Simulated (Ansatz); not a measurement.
The same path of C$_{3}$H$_{6}$OS (11 atoms, charge 0, multiplicity 1) was run twice with different band settings. The coordinate that changes most is the dihedral C2–C4–S5–H11.

Method: RKS PBE0/STO-3G in Ansatz 0.2.0.

Relaxed end points:

```xyz
11
Properties=species:S:1:pos:R:3
C -1.210 0.576 0.601
C 0.094 0.050 0.009
O 1.262 0.838 0.180
C 0.197 -1.112 -0.664
S 1.689 -1.744 -1.354
H -2.028 -0.122 0.389
H -1.134 0.695 1.693
H -1.475 1.556 0.173
H 0.931 1.628 0.726
H -0.689 -1.731 -0.809
H 2.429 -0.691 -0.923
```

```xyz
11
Properties=species:S:1:pos:R:3
C -1.175 0.668 0.649
C 0.191 0.255 0.106
O 1.286 1.120 0.347
C 0.400 -0.885 -0.582
S 1.986 -1.359 -1.204
H -1.930 -0.083 0.389
H -1.153 0.767 1.746
H -1.493 1.636 0.230
H 0.864 1.880 0.876
H -0.442 -1.553 -0.767
H 1.530 -2.504 -1.769
```

Common settings: movable images 5; spring 5.0 eV/Å²; start path IDPP; force threshold 0.05 eV/Å; iteration limit 60; end points relaxed.

| run | climbing image | optimiser |
| --- | --- | --- |
| 1 | yes | quadratic models (default) |
| 2 | from the first iteration | lbfgs |

**Question.** What does each run give, and how far can it be trusted?

**Answer.** Run 1: converged after 5 iterations, highest image 0.233 eV above the first end. A vibrational analysis at the climbing image gives one clearly imaginary mode, 255i cm⁻¹: a first-order saddle point.
Run 2: converged after 25 iterations, highest image 0.233 eV above the first end. Another band between the same ends (5 images) ends at a top of the same energy, where a vibrational analysis finds 1 clearly imaginary mode.
Limits of this set-up: minimal basis.
